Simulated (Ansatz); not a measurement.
Zinc-blende BeTe, treated with G0W0@HSE06 in Ansatz (plane waves, hard PAW, contour deformation).

The cell has the measured lattice parameters. Conventional cell: a = 5.6260 Å, b = 5.6260 Å, c = 5.6260 Å, α = 90.00°, β = 90.00°, γ = 90.00°.

The quasiparticle gap at Γ at a fixed k mesh 2×2×2:

```
response cutoff           value (eV)
------------------------  ----------
250 eV, 734 empty bands        4.903
300 eV, 965 empty bands        4.915
400 eV, 1486 empty bands       4.928
500 eV, 2076 empty bands       4.937
```

Task: Taking the value to converge with the response cutoff E as E^(−3/2), extrapolate from the last two rows.

Result: With y = y∞ + c/w and weights w = 8000 and 11180 for the last two rows, y∞ = (w2 y2 − w1 y1)/(w2 − w1) = (11180 × 4.937 − 8000 × 4.928)/3180 = 4.960 eV, which lies 0.023 beyond the last row. Successive pairs of rows give 4.953, 4.952, 4.960. The limit also hangs on the law assumed, so its last digits aren't firm.

The other settings are not extrapolated, so this is the limit in one setting alone.

The smallest gap on this mesh is 2.99 eV, away from Γ.

Spin–orbit coupling is not included; with these elements it can move the gap by several tenths of an eV or more.

Note: GW on a hybrid start was not checked against another program.

Ansatz is a quantum-chemistry and plane-wave program.
